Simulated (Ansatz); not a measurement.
# C2H4F2 (1,2-difluoroethane) at HF/STO-3G

Aim: the vertical ionisation energy of C2H4F2 (1,2-difluoroethane) at HF/STO-3G, from 2 runs. 

The results are computed with Ansatz 0.2.0.

28 further runs of the same task are left out: 28 set aside as unsound or not needed.

## Step 1: Starting point

The species is C2H4F2 (8 atoms), meant as a singlet with charge 0. SMILES: `FCCF`. The shape is that of a PBE0-D4/def2-TZVP optimisation. This is one conformer, not always the lowest.

Bond lengths: F1–C2 1.378 Å, C2–C3 1.498 Å, C3–F4 1.378 Å, C2–H5 1.094 Å, C2–H6 1.095 Å, C3–H7 1.095 Å, C3–H8 1.094 Å. Some angles: F1–C2–C3 110.9°, C2–C3–F4 110.9°, F1–C2–H5 108.2°, F1–C2–H6 108.3°, C3–C2–H5 110.5°, C3–C2–H6 109.4°, C2–C3–H7 109.4°, C2–C3–H8 110.5°, F4–C3–H7 108.3°, F4–C3–H8 108.2°.

## Step 2: A single-point energy at HF/STO-3G

input.yaml

```yaml
basis:
  gaussian: {orbitals: STO-3G}
crystal:
  periodic: [false, false, false]
  atoms:
    - {symbol: F, position_ang: [-1.312370, 0.775570, 0.874010]}
    - {symbol: C, position_ang: [-0.115750, 0.716060, 0.193200]}
    - {symbol: C, position_ang: [0.217900, -0.696080, -0.177380]}
    - {symbol: F, position_ang: [-0.618130, -1.153280, -1.172850]}
    - {symbol: H, position_ang: [-0.201180, 1.337840, -0.702830]}
    - {symbol: H, position_ang: [0.670250, 1.117960, 0.841860]}
    - {symbol: H, position_ang: [1.248900, -0.742470, -0.544780]}
    - {symbol: H, position_ang: [0.110390, -1.355610, 0.688780]}
magnetization: {spin_polarized: false}
hamiltonian: {xc: hf}
accuracy: high
output: {orbitals: {seedname: orbitals}}
```

Started as:

```sh
$ ansatz run input.yaml --threads 1 --pin off --max-ram 3480MiB --events-out events.jsonl --progress --plain --runs-dir runs
```

What it wrote:

```text
Warning: RAYON_NUM_THREADS=1 ignored (pool sized by the plan → 1); use --threads N
Functional definition: HF
  name "HF"
  exchange = exact_x
  correlation = 0
469 factors; integrals over basis functions are off by at most 6.4e-8 eV
mean field evaluation 1: about -7430.3320 eV, gradient 3.0e1 eV
mean field evaluation 2: about -7430.5592 eV, gradient 3.0e1 eV
mean field evaluation 4: about -7434.0025 eV, gradient 1.9e0 eV
mean field evaluation 8: about -7434.0178 eV, gradient 2.6e-4 eV
mean field -7434.01781091 eV, -273.1951155928 hartree, gradient 9.0e-9 eV, S^2 0.000000; 0 other end points of the search recorded, 0 dependent functions left out
reference -7434.01781091 eV, -273.1951155928 hartree; 17, 17 occupied and 7, 7 virtual orbitals, 469 factors
Total energy: -7434.01781091 eV, -273.1951155928 hartree
```

It took 0.1 s on 1 thread of AMD EPYC 9R45 (Zen 5), shared host.

## Step 3: The doublet cation, same level

input.yaml, as its differences from that of step 2:

```diff
@@ -1,3 +1 @@
-basis:
-  gaussian: {orbitals: STO-3G}
 crystal:
@@ -13,3 +11,6 @@
     - {symbol: H, position_ang: [0.110390, -1.355610, 0.688780]}
-magnetization: {spin_polarized: false}
+basis:
+  gaussian: {orbitals: STO-3G}
+total_charge: 1
+magnetization: {spin_polarized: true, initial_magnetization: 1}
 hamiltonian: {xc: hf}
```

Started as:

```sh
$ ansatz run input.yaml --threads 1 --pin off --max-ram 3480MiB --events-out events.jsonl --progress --plain --runs-dir runs
```

What it wrote (excerpt; [...] marks lines left out):

```text
Warning: RAYON_NUM_THREADS=1 ignored (pool sized by the plan → 1); use --threads N
[... 2 set-up lines as earlier in the session ...]
[...]
469 factors; integrals over basis functions are off by at most 6.4e-8 eV
[...]
mean field -7424.98736353 eV, -272.8632527724 hartree, gradient 3.8e-8 eV, S^2 0.754035; 4 other end points of the search recorded, 0 dependent functions left out
reference -7424.98736353 eV, -272.8632527724 hartree; 17, 16 occupied and 7, 8 virtual orbitals, 469 factors
Total energy: -7424.98736353 eV, -272.8632527724 hartree
```

Run time: 0.24 s. Hardware: 1 thread of AMD EPYC 9R45 (Zen 5), shared host.

## Step 4: What came out

At HF/STO-3G:

| quantity | value |
| --- | --- |
| singlet C2H4F2: total energy | -273.19512 Eh |
| singlet C2H4F2: HOMO energy | -10.57 eV |
| singlet C2H4F2: LUMO energy | 14.63 eV |
| singlet C2H4F2: HOMO–LUMO gap | 25.20 eV |
| doublet cation: total energy | -272.86325 Eh |
| doublet cation: HOMO energy (highest over α and β) | -17.76 eV |
| doublet cation: LUMO energy (lowest over α and β) | -6.52 eV |
| doublet cation: ⟨S²⟩ | 0.754 |
| vertical ionisation energy (to the doublet cation) | 9.030 eV |

Removing an electron at fixed nuclei costs 9.03 eV (871 kJ/mol). −ε(HOMO) before ionisation, 10.57 eV, is 1.54 eV above this ionisation energy. In a minimal basis such a difference can be off by several eV, whatever the method.
